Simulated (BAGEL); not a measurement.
# HNO3 (peroxynitrous acid): HF/6-311+G(d,p) (density fitting with qzvpp-jkfit)

What is the vertical ionisation energy of HNO3 (peroxynitrous acid) at HF/6-311+G** (density fitting with qzvpp-jkfit)? 

The results are computed with BAGEL 1.2.2.

**1. Starting point**

HNO3 has 5 atoms, charge 0, and is taken as a singlet. As SMILES, `O=NOO`. The coordinates come from a GFN2-xTB relaxation. This is one conformer, not always the lowest.

Bond lengths: O1–N2 1.201 Å, N2–O3 1.273 Å, O3–O4 1.436 Å, O4–H5 0.984 Å. Angles: O1–N2–O3 119.9°, N2–O3–O4 119.3°, O3–O4–H5 102.4°.

**2. A single-point energy at HF/6-311+G(d,p) (density fitting with qzvpp-jkfit)**

input.json reads:

```json
{ "bagel": [

{
  "title": "molecule",
  "basis": "6-311+gss.json",
  "df_basis": "qzvpp-jkfit",
  "angstrom": true,
  "geometry": [
    { "atom": "O", "xyz": [    0.065910,   -0.913420,    1.047340 ] },
    { "atom": "N", "xyz": [   -0.887330,   -0.616080,    0.379900 ] },
    { "atom": "O", "xyz": [   -0.768700,    0.249290,   -0.545570 ] },
    { "atom": "O", "xyz": [    0.510450,    0.860430,   -0.776300 ] },
    { "atom": "H", "xyz": [    1.079670,    0.419780,   -0.105350 ] }
  ]
},
{ "title": "hf" },
{ "title": "print", "file": "orbitals.molden", "orbitals": true }

]}
```

The basis set 6-311+G** is read from a file made from the Basis Set Exchange's data (not shown).

Command:

```console
$ BAGEL_NUM_THREADS=1 BAGEL input.json > input.out
```

The program printed:

```text
* using 1 threads per process

  ===============================================================
  ===============================================================

  *** Geometry ***

  { "atom" : "O", "xyz" : [      0.124552,     -1.726114,      1.979186 ] },
  { "atom" : "N", "xyz" : [     -1.676811,     -1.164222,      0.717907 ] },
  { "atom" : "O", "xyz" : [     -1.452632,      0.471090,     -1.030978 ] },
  { "atom" : "O", "xyz" : [      0.964611,      1.625977,     -1.466994 ] },
  { "atom" : "H", "xyz" : [      2.040281,      0.793269,     -0.199083 ] },

  Number of auxiliary basis functions:      326

  Since a DF basis is specified, we compute 2- and 3-index integrals:
    o Being stored without compression. Storage requirement is 0.023 GB

  Number of basis functions:       94
  Number of electrons      :       32

    * METHOD: MOLECULE                             0.10

  *** RHF ***

  === Nuclear Repulsion ===
   123.3691381201

      * DIIS with orbital gradients will be used.

  === RHF iteration (6-311+gss.json) ===
      0       -279.25794800          0.02409650           0.03
      1       -279.37471276          0.01929052           0.04
      2       -279.46279531          0.00301003           0.03
      3       -279.46805371          0.00159360           0.03
      4       -279.46963746          0.00057154           0.03
      5       -279.46994014          0.00027923           0.03
      6       -279.47003555          0.00010891           0.03
      7       -279.47005081          0.00004002           0.03
      8       -279.47005186          0.00002314           0.03
      9       -279.47005220          0.00001138           0.03
     10       -279.47005230          0.00000504           0.03
     11       -279.47005231          0.00000226           0.03
     12       -279.47005231          0.00000067           0.03
     13       -279.47005231          0.00000027           0.03
     14       -279.47005231          0.00000013           0.04
     15       -279.47005231          0.00000006           0.03
     16       -279.47005231          0.00000003           0.03
     17       -279.47005231          0.00000002           0.04
     18       -279.47005231          0.00000001           0.03
    * SCF iteration converged.

    * Permanent dipole moment:
           (   -0.381977,    -0.038884,    -0.075095) a.u.

    * METHOD: HF                                   0.74

    * METHOD: PRINT                                0.01

  ===============================================================
```

It took 1 s on 1 thread of Arm Neoverse V2, shared host; peak memory 0.088 GiB.

**3. The doublet cation, same level**

input.json reads:

```json
{ "bagel" : [

{
  "title" : "molecule",
  "basis" : "6-311+gss.json",
  "df_basis" : "qzvpp-jkfit",
  "angstrom" : true,
  "geometry" : [
    { "atom" : "O", "xyz" : [       0.065910,      -0.913420,       1.047340 ] },
    { "atom" : "N", "xyz" : [      -0.887330,      -0.616080,       0.379900 ] },
    { "atom" : "O", "xyz" : [      -0.768700,       0.249290,      -0.545570 ] },
    { "atom" : "O", "xyz" : [       0.510450,       0.860430,      -0.776300 ] },
    { "atom" : "H", "xyz" : [       1.079670,       0.419780,      -0.105350 ] }
  ]
},

{
  "title" : "uhf",
  "charge" : 1,
  "nopen" : 1
},

{
  "title" : "print",
  "file" : "orbitals.molden",
  "orbitals" : true
}

]}
```

The basis set 6-311+G** is read from a file made from the Basis Set Exchange's data (not shown).

Command:

```console
$ BAGEL_NUM_THREADS=1 BAGEL input.json > input.out
```

The program printed:

```text
* using 1 threads per process

  ===============================================================
  ===============================================================

  *** Geometry ***

  { "atom" : "O", "xyz" : [      0.124552,     -1.726114,      1.979186 ] },
  { "atom" : "N", "xyz" : [     -1.676811,     -1.164222,      0.717907 ] },
  { "atom" : "O", "xyz" : [     -1.452632,      0.471090,     -1.030978 ] },
  { "atom" : "O", "xyz" : [      0.964611,      1.625977,     -1.466994 ] },
  { "atom" : "H", "xyz" : [      2.040281,      0.793269,     -0.199083 ] },

  Number of auxiliary basis functions:      326

  Since a DF basis is specified, we compute 2- and 3-index integrals:
    o Being stored without compression. Storage requirement is 0.023 GB

  Number of basis functions:       94
  Number of electrons      :       32

    * METHOD: MOLECULE                             0.10

  *** Open-shell HF ***

  === Nuclear Repulsion ===
   123.3691381201

      * DIIS with orbital gradients will be used.

  === UHF iteration (6-311+gss.json) ===
      0       -278.83341196          0.04770656           0.07
      1       -278.91624983          0.04416551           0.07
      2       -278.94264002          0.04063233           0.07
      3       -279.05146986          0.00434436           0.07
      4       -279.05555481          0.00255622           0.07
      5       -279.05926843          0.00190865           0.07
      6       -279.06232680          0.00158693           0.07
      7       -279.06426041          0.00124023           0.07
      8       -279.06714077          0.00049475           0.07
      9       -279.06730837          0.00042670           0.07
     10       -279.06750570          0.00020612           0.07
     11       -279.06753882          0.00013728           0.06
     12       -279.06757550          0.00005835           0.07
     13       -279.06758865          0.00002745           0.07
     14       -279.06759329          0.00001157           0.07
     15       -279.06759501          0.00000959           0.07
     16       -279.06759623          0.00000910           0.07
     17       -279.06759846          0.00000770           0.07
     18       -279.06760060          0.00000564           0.07
     19       -279.06760138          0.00000390           0.07
     20       -279.06760173          0.00000285           0.07
     21       -279.06760190          0.00000148           0.07
     22       -279.06760194          0.00000096           0.07
     23       -279.06760196          0.00000065           0.06
     24       -279.06760197          0.00000059           0.07
     25       -279.06760197          0.00000052           0.07
     26       -279.06760198          0.00000047           0.07
     27       -279.06760199          0.00000042           0.07
     28       -279.06760200          0.00000035           0.06
     29       -279.06760200          0.00000025           0.07
     30       -279.06760200          0.00000015           0.07
     31       -279.06760200          0.00000010           0.07
     32       -279.06760200          0.00000007           0.07
     33       -279.06760200          0.00000006           0.07
     34       -279.06760200          0.00000006           0.07
     35       -279.06760200          0.00000005           0.07
     36       -279.06760200          0.00000004           0.07
     37       -279.06760200          0.00000004           0.07
     38       -279.06760200          0.00000003           0.07
     39       -279.06760200          0.00000002           0.07
     40       -279.06760200          0.00000002           0.06
     41       -279.06760200          0.00000002           0.07
     42       -279.06760200          0.00000002           0.06
     43       -279.06760200          0.00000001           0.07
     44       -279.06760200          0.00000001           0.07
    * SCF iteration converged.

    * S^2 (UHF) is 0.8011

    * Permanent dipole moment:
           (   -0.442012,     0.518265,    -0.718990) a.u.

    * METHOD: UHF                                  3.12

    * METHOD: PRINT                                0.01

  ===============================================================
```

Run time: 3.6 s. Hardware: 1 thread of Arm Neoverse V2, shared host; peak memory 0.086 GiB.

**4. Summary of results**

At HF/6-311+G** (density fitting with qzvpp-jkfit):

```
                                          quantity          value
                        singlet HNO3: total energy  -279.47005 Eh
                       singlet HNO3: dipole moment         0.99 D
                         singlet HNO3: HOMO energy      -13.40 eV
                         singlet HNO3: LUMO energy        2.07 eV
                       singlet HNO3: HOMO–LUMO gap       15.47 eV
                      doublet cation: total energy  -279.06760 Eh
                              doublet cation: ⟨S²⟩          0.801
vertical ionisation energy (to the doublet cation)      10.951 eV
```

In words: Removing an electron at fixed nuclei costs 10.95 eV (253 kcal/mol). −ε(HOMO) before ionisation, 13.40 eV, is 2.45 eV above this ionisation energy.
